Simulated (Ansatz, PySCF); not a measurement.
Gas-phase reaction in SMILES: Cl[CH]Cl -> Cl[CH-]Cl (an electron is taken up)
Each molecule is optimised on its own at B3LYP-D3(BJ)/def2-TZVP (Ansatz, an electronic-structure program).

Property: adiabatic electron affinity (0 K, with B3LYP-D3(BJ) harmonic zero-point energies from PySCF), positive where the reaction releases energy, in eV. Valence correlation only, unless marked. UHF or UKS for open shells. Spin-orbit coupling is left out. Non-relativistic. Anions need diffuse functions: aug- sets have them; def2-D sets add few; the other sets have none. Basis-set limits of correlation are two-point, X^-3; Hartree-Fock from the larger set. [CCSD(T)-MP2]/basis is that difference in the basis named.

```
level                           program  adiabatic electron affinity (eV)
-----------------------  --------------  --------------------------------
HF-D3(BJ)/def2-TZVPD      PySCF + dftd3                              0.16
BP86-D4/def2-TZVPD        PySCF + dftd4                              1.47
PBE0/def2-TZVPD                  Ansatz                              1.15
B2GP-PLYP-D4/def2-TZVPD  Ansatz + dftd4                              1.27
```

**Question.** What does RI-MP2/CBS(aug-cc-pV(T+d)Z,aug-cc-pV(Q+d)Z)+[CCSD(T)-MP2]/aug-cc-pV(T+d)Z (Ansatz) give?

**Answer.** 1.45 eV
